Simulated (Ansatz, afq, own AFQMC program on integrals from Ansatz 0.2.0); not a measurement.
**CH⁺, singlet: AFQMC among the cluster methods**

```xyz
2

C     0.0000    0.0000    0.0000
H     0.0000    0.0000    1.8230
```

Basis cc-pVTZ. Noble-gas cores (and the filled d shells of Ga–Kr and In–Xe) are frozen. AFQMC by an in-house program on the Cholesky factors that Ansatz 0.2.0 writes for its CCSD(T) run. ph-AFQMC/CISD is guided by a CISD state made of CCSD amplitudes; releasing the constraint for a short imaginary time cuts its bias at the price of noise, slowly where states lie close. ± is one standard error of the sampling.

Determinant: UHF, the one that the program's search chose, which needn't be the lowest solution. The geometry is a point of a scan.

Full CI on the same integrals is exact in this basis and with this determinant's frozen core.

Cautions: higher spins were not checked; an unrestricted solution with more broken spin lies lower (559 meV, ⟨S²⟩ 0.91), while this determinant keeps restricted orbitals; strong correlation (T1 0.028, weight of the determinant 0.88, largest double 0.21); the released energies are still falling, so no released level is given (meV from the phaseless value at times in 1/Eh: -7 ± 3 at 0.24, -17 ± 3 at 0.51, -20 ± 3 at 0.99, -20 ± 3 at 1.62, -34 ± 3 at 2.40), though the last usable value meets full CI within the noise.

* T1 diagnostic: 0.0276
* weight of the determinant in the CISD state: 0.878
* ⟨S²⟩ of the determinant: 0.000
* size of the correlated space: 4 electrons in 43 orbitals

```json
{"level": "MP2", "correlation energy (eV)": "-2.6451"}
{"level": "CCSD", "correlation energy (eV)": "-3.6977"}
{"level": "CCSD(T)", "correlation energy (eV)": "-3.7980"}
```

Q: Estimate where full CI lies against CCSD(T) on the same integrals.

A: 0.57 kcal/mol below CCSD(T).

Reference: full CI, correlation energy -3.823 eV.

```json
{"level": "CCSD(T)", "E − E(reference) (kcal/mol)": "0.57", "share of correlation (%)": "99.36"}
{"level": "CCSDT", "E − E(reference) (kcal/mol)": "0.21", "share of correlation (%)": "99.76"}
{"level": "CCSDT(Q)", "E − E(reference) (kcal/mol)": "0.06", "share of correlation (%)": "99.93"}
{"level": "ph-AFQMC/CISD", "E − E(reference) (kcal/mol)": "0.88 ± 0.08", "share of correlation (%)": "99.00"}
```

CCSDT and higher add their correlation energy to the determinant of the CCSD(T) run, since their own runs factorise the integrals more tightly (a shift of under 2 meV). A walk keeps the symmetry of its determinant, which the program's search chose and which needn't be the lowest solution, so a lower state of the same spin and another symmetry isn't excluded.
